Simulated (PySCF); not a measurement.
**Potential energy of PN⁺ along the bond**

Set-up: basis P 6-31G(d,p), N 6-31G(d,p); no relativity; PySCF 2.14. Energies in eV from P⁺ + N in their ground configurations at the same level. State: ²Σ⁺ (doublet), unpaired electrons σ ↑.

```
R (Å)    TPSS
1.277  -2.433
1.337  -3.699
1.396  -4.428
1.440  -4.710
1.485  -4.820
1.530  -4.797
1.589  -4.612
1.663  -4.220
1.752  -3.639
1.871  -2.891
```

Problem. Put a parabola through the three lowest points of the TPSS curve and estimate Re, k and ωe (reduced mass 9.643 u; 1 eV/Å² = 0.16022 mdyn/Å; ωe = 1302.8·√(k/μ) cm⁻¹).

Solution. Through R = 1.44, 1.485, 1.53 Å the second-order coefficient is 32.8 eV/Å², so Re ≈ 1.500 Å, k ≈ 10.5 mdyn/Å and ωe ≈ 1361 cm⁻¹. A polynomial fit of higher order to the unrounded TPSS energies gives Re = 1.498 Å, k = 9.91 mdyn/Å, ωe = 1321 cm⁻¹; anharmonicity and rounding make the difference.

The higher-order fit for each curve: TPSS: Re = 1.498 Å, ωe = 1321 cm⁻¹, De = 4.83 eV.

⟨S²⟩ of the unrestricted solution departs from its pure value on part of the curve, where spin states mix. For an ion De counts to the pair picked by the measured ionisation energies or electron affinities, which need not be the lowest pair at this level. The state is the lowest determinant that a PBE0 search found; another state may lie lower at other levels.
